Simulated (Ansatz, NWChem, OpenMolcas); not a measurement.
# A ladder of methods for BCl2 (SMILES Cl[B]Cl)

The species is BCl2 (3 atoms), meant as a doublet with charge 0. SMILES: `Cl[B]Cl`. The coordinates come from a PBE0-D4/def2-TZVP relaxation.

```xyz
3

Cl    0.3715   -1.5256    0.0300
B    -0.4639   -0.0503   -0.2569
Cl    0.0815    1.5111    0.2137
```

Each level gives the energy change with the B2–Cl3 bond stretched from 1.720 to 2.579 Å (eV). The values are calculated.

| level | kind | program | value (eV) | less CCSD(T)/def2-TZVP |
| --- | --- | --- | --- | --- |
| UHF/def2-TZVP | Hartree–Fock | OpenMolcas | 2.40 | -0.02 |
| USVWN5/def2-TZVP | LDA | Ansatz | 2.51 | +0.09 |
| UBLYP/def2-TZVP | GGA | Ansatz | 2.02 | -0.40 |
| UPBE/def2-TZVP | GGA | NWChem | 2.27 | -0.15 |
| UM06-L/def2-TZVP | meta-GGA | NWChem | 2.42 | 0.00 |
| U-r2SCAN0/def2-TZVP | hybrid meta-GGA | Ansatz | 2.56 | +0.14 |
| UHSE06/def2-TZVP | range-separated hybrid | Ansatz | 2.49 | +0.07 |
| UB2PLYP/def2-TZVP | double hybrid | Ansatz | 2.42 | 0.00 |
| UCCSD(T)/def2-TZVP | coupled cluster or CI | Ansatz | 2.42 | 0.00 |

UCCSD(T)/def2-TZVP is the highest level here, not the true value. The first shape isn't each level's own minimum. The values span 2.02 to 2.56 eV. Spin contamination of the reference (⟨S²⟩ at least 0.1 too high) touches UHF/def2-TZVP, UCCSD(T)/def2-TZVP.
